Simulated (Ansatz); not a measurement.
Two isomers of C3H7N: A = `CC(C)=N`, B = `C=CNC`.

Calculated with Ansatz (gas phase, PBE0-D4/def2-TZVP geometries, no zero-point term in ΔE). CCSD(T)/CBS adds triple-zeta CCSD(T) − MP2 to the extrapolated MP2 energy (def2 sets, frozen cores). DFT in def2-TZVPP. B3LYP here is the variant with VWN-RPA as its local correlation; programs differ in this. One conformer a species, not always the lowest.

Question: Which is lower in electronic energy at CCSD(T)/CBS, and by how much? (Best estimate.)

Answer: The calculation gave: A, by 15.2 kcal/mol.

Question: Give E(B) − E(A) in kcal/mol with r2SCAN-D4, ωB97M-V, B3LYP, B2PLYP, PBE0-D4, PBE-D4, CCSD(T)/def2-SVP. (Estimate.)

Answer: The calculation gave: r2SCAN-D4 14.0, ωB97M-V 14.7, B3LYP 12.9, B2PLYP 14.1, PBE0-D4 13.6, PBE-D4 13.2, CCSD(T)/def2-SVP 15.9. None reverses the order clearly.

Question: Does the order hold for the free energy at 298.15 K (harmonic terms from PBE0-D4)? (Best estimate.)

Answer: The calculation gave: Yes: G(B) − G(A) = +15.7 kcal/mol, for one conformer each.

Largest T1 diagnostic: 0.011.

In def2-TZVPP, CCSD(T) changes the Hartree–Fock value by +1.2 kcal/mol (the triples alone add +0.1 kcal/mol) and MP2 by +1.0 kcal/mol. Leaving LDA and LC-ωPBE aside and taking each functional with its dispersion term where it has one, the values, not all of them listed here, spread over 2.6 kcal/mol, from BLYP-D4 to B97M-V. LDA lies −1.7 kcal/mol from PBE without D4.
